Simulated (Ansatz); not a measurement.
System: nitrogen trifluoride, NF₃, charge 0, multiplicity 1. 
Structure (B3LYP-D3(BJ)/def2-TZVP (Ansatz, a quantum-chemistry and plane-wave program) minimum search):
SMILES: FN(F)F
```xyz
4

N     -0.0011     0.0133     0.4825
F      0.0003     1.2327    -0.1591
F      1.0712    -0.6215    -0.1057
F     -1.0707    -0.6215    -0.1104
```

Parts of the frozen-core correlation energy in STO-3G (Ansatz, hartree). Frozen orbitals: 4; correlated occupied orbitals by spin: 13 and 13; virtual: 3 and 3. Spin-orbit coupling is left out. No relativistic terms.

```json
[
 {"term": "reference (HF)", "value": "-347.75441"},
 {"term": "MP2 opposite-spin", "value": "[?]"},
 {"term": "MP2 same-spin", "value": "[?]"},
 {"term": "CCSD correlation", "value": "[?]"},
 {"term": "(T)", "value": "-0.00344"},
 {"term": "FCI minus CCSD(T)", "value": "-0.00153"},
 {"term": "T1 diagnostic", "value": "0.011"},
 {"term": "largest doubles amplitude", "value": "0.060"}
]
```

Question: Some entries are withheld; supply them.

Answer: 
- MP2 opposite-spin, value: -0.09548
- MP2 same-spin, value: -0.01190
- CCSD correlation, value: -0.14446
